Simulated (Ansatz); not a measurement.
# C3H4, singlet: energies of several shapes or isomers

Program: Ansatz, Gaussian basis, development build. Basis cc-pVDZ, nonrelativistic, no frozen core; active space CAS(2,2). Restricted Hartree–Fock, then the lowest state-specific CASSCF solution met for each case. On stretched bonds single-reference methods can fail or change state. Unlike active orbitals can shift such differences by tenths of an eV, at times by over 1 eV.

Case A. A bond is stretched, to 1.44 times the sum of the covalent radii.

```xyz
7

C     0.0000    0.0000    0.1931
C     0.0000    0.0000    1.4113
C     0.0000    0.0000   -1.2683
H     0.0000    0.0000    2.9567
H     0.0000    1.0211   -1.6580
H     0.8843   -0.5106   -1.6580
H    -0.8843   -0.5106   -1.6580
```

Case B:

```csv
atom,x (Å),y (Å),z (Å)
C,0.0000,0.0000,0.2149
C,0.0000,0.0000,1.4331
C,0.0000,0.0000,-1.2465
H,0.0000,0.0000,2.4989
H,0.0000,1.0211,-1.6362
H,0.8843,-0.5106,-1.6362
H,-0.8843,-0.5106,-1.6362
```

Case C. A bond is stretched, to 1.59 times the sum of the covalent radii.

```xyz
7

C     0.0000    0.0000    0.1859
C     0.0000    0.0000    1.4041
C     0.0000    0.0000   -1.2755
H     0.0000    0.0000    3.1093
H     0.0000    1.0211   -1.6652
H     0.8843   -0.5106   -1.6652
H    -0.8843   -0.5106   -1.6652
```

Energy less that of case A, in eV:

```csv
case,RHF/ROHF,CASSCF
B,-2.372,-2.160
C,+1.046,+0.821
```

Problem. What does SC-NEVPT2 give for these differences?

Solution. B: -2.005 eV (-46.2 kcal/mol); C: +0.853 eV (19.7 kcal/mol).

Problem. Which case is lowest, and do the methods agree?

Solution. B is lowest in SC-NEVPT2. Of the methods shown, RHF/ROHF, CASSCF agree.
